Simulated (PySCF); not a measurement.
An unknown is described by computed data only.

Formula: C5H14N2.

| Item | Value |
| --- | --- |
| NMR, other nuclei | isotropic shieldings of nuclei other than C and H, by class: 240 (1 N), 244 (1 N) ppm [GIAO HF/pcSseg-1] |
| Dipole | 2.01 D [CAM-B3LYP/def2-SVPD] |
| 13C NMR | chemical shifts (computed TMS as zero) by class: 59.2 (1 C), 49.8 (1 C), 37.6 (1 C), 32.8 (1 C), 16.2 (1 C) ppm [GIAO HF/pcSseg-1] |
| Triplet | lowest triplet excitation (Tamm–Dancoff): 5.95 eV [TDA CAM-B3LYP/def2-SVPD] |
| Valence photoelectron | vertical ionisation energy: 8.30 eV [ΔSCF CAM-B3LYP/def2-SVPD] |
| Rotational structure | rotational constants A, B, C: 4.378, 1.429, 1.339 GHz [PBE0-D3(BJ)/def2-SVP] |
| XPS | C1s 290.6, C1s 291.0, C1s 291.1, C1s 291.2, C1s 291.3, N1s 404.5, N1s 404.5 eV [ΔSCF SCAN, pcX-2 on the ionised atom, pcseg-1 elsewhere, spin-free X2C] |

Electronic properties: PySCF, gas phase, density fitting. Levels stand in brackets. Geometry: PBE0-D3(BJ)/def2-SVP, one conformer, isolated molecule. NMR values are class means; diastereotopic atoms form classes of their own.

Question: Give a SMILES that accounts for the data.

Answer: Numbering: `[CH3:1][CH2:2][N:3]([CH3:4])[CH2:5][CH2:6][NH2:7]`. Its formula, C5H14N2, gives 0 degrees of unsaturation, so no ring and no π bond. 5 carbons fall into 5 classes; from least to most shielded: sp3 carbon bound to nitrogen [C5] (59.2 ppm), sp3 carbon bound to nitrogen [C2] (49.8 ppm), sp3 carbon bound to nitrogen [C6] (37.6 ppm), N-methyl carbon [C4] (32.8 ppm), methyl carbon [C1] (16.2 ppm). The other shieldings belong to: 240 ppm, tertiary amine nitrogen [N3]; 244 ppm, primary amine nitrogen [N7]. The core levels belong to: C1s 290.6 eV, methyl carbon [C1]; C1s 291.0 eV, sp3 carbon bound to nitrogen [C5]; C1s 291.1 eV, sp3 carbon bound to nitrogen [C6]; C1s 291.2 eV, N-methyl carbon [C4]; C1s 291.3 eV, sp3 carbon bound to nitrogen [C2]; N1s 404.5 eV, primary amine nitrogen [N7]; N1s 404.5 eV, tertiary amine nitrogen [N3]. The first electron is taken from the HOMO, whose largest Löwdin shares are 0.54 on the tertiary amine nitrogen, 0.08 on an sp3 carbon bound to nitrogen, 0.07 on an sp3 carbon bound to nitrogen and 0.07 on the N-methyl carbon. The optimised geometry has point group C1 and is an asymmetric top. Structure: `CCN(C)CCN`. Computed isomers that give other values at the same levels: `CN(C)CN(C)C` (rotational constant A: 4.575 GHz; this holds for the one conformer computed). The assignments are read from this structure; whether some other isomer fits the data as well wasn't checked.

The values belong to the conformer `[CH3:1][CH2:2][N:3]([CH3:4])[CH2:5][CH2:6][NH2:7]`: C1–C2–N3–C4 -67°, C2–N3–C5–C6 -156°, N3–C5–C6–N7 56°, H–N7–C6–C5 66°, H–N7–C6–C5 -47°.
